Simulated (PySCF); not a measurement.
C₅H₇Cl.
SMILES with atom numbers: `[Cl:1][C@@H:2]1[CH2:3][C:4]12[CH2:5][CH2:6]2` (hydrogens: H7 on C2; H8, H9 on C3; H10, H11 on C5; H12, H13 on C6)

Geometry (PBE0-D3(BJ)/def2-SVP, Å), atoms numbered from 1 in this order:
```
atom  x, y, z in Å
Cl1    2.4197   -1.1995    0.2551
C2     1.4070    0.2135   -0.0361
C3     0.6095    0.8060    1.1019
C4    -0.0548    0.0689    0.0015
C5    -1.1799    0.2157   -0.9475
C6    -0.9972   -1.0558   -0.1445
H7     1.8659    0.8877   -0.7645
H8     0.5292    1.8969    1.1476
H9     0.6926    0.3032    2.0700
H10   -2.0017    0.8826   -0.6692
H11   -0.9610    0.1834   -2.0189
H12   -0.6322   -1.9464   -0.6653
H13   -1.6979   -1.2563    0.6712
```

Computed at PBE0/pcSseg-1 (PySCF, non-relativistic), with Q(35Cl) = −0.0817 b: Cl1, 35Cl (I = 3/2): χzz = -75.81 MHz, η = 0.002.

**Question.** Find the zero-field quadrupole resonance frequencies of 35Cl at Cl1.

**Answer.** From ν = (|χ|/2)√(1 + η²/3): ν = 37.91 MHz (alkyl chlorine). For 37Cl the ratio of quadrupole moments, 0.7881, gives 29.87 MHz.

**Question.** Apply the simplest Townes–Dailey estimate (no s hybridisation, no π bonding), ionic character = 1 − χzz/χ0, where χ0 is the coupling for one missing p electron along the bond: −109.74 MHz for 35Cl.

**Answer.** Cl1 on C2: 1 − (-75.81)/(-109.74) = 0.31. In this model a purely covalent bond gives χ0 and a free halide ion gives zero; s hybridisation or π bonding, where present, is counted here as ionic character.

In a crystal, neighbours and librations shift these lines. Geometry: PBE0-D3(BJ)/def2-SVP; no solvent, vibrations or thermal averaging. The basis is small and wasn't made for field gradients, so the couplings can be 20 % off.

These values come from a run that also computed NMR shieldings. The run took 19 s wall on one thread, Arm Neoverse V1 (aarch64), shared host, and the process peaked at 0.74 GiB of memory.
